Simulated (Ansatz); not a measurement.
Bulk modulus B0 (GPa) of solids drawn from the class of halides, at two levels: PBE (PAW; Ansatz, a program for electronic structure), and PBE0 in Ansatz (plane waves, PAW).

| solid | PBE | PBE0 | shift (%) |
|---|---|---|---|
| rock-salt AgBr | 38.7 | 39.5 | +2.1 |
| fluorite SrCl₂ | 33.6 | 35.7 | +6.3 |
| fluorite CdF₂ | 93.5 | 105 | +12.3 |
| rock-salt AgCl | 41.9 | 42.9 | +2.4 |
| CsCl-type TlCl | 22.1 | 23.5 | +6.3 |
| CsCl-type TlBr | 19.7 | 20.9 | +6.1 |
| cubic perovskite KMgF₃ | 66.1 | 72.8 | +10.1 |

The shifts run from +2.1 % to +12.3 %, with a median of +6.3 %.

Over all 7 rows PBE0 is the larger in 7.

Ansatz's runs of these crystals have no spin polarisation.

Spin–orbit coupling is left out, also for the solids with elements from indium on (CsCl-type TlCl, CsCl-type TlBr); its size isn't shown.

Each level is taken at its own relaxed cell. Ansatz's density-functional and Hartree–Fock values are scalar-relativistic unless marked +SOC, with PAW data made under PBE.
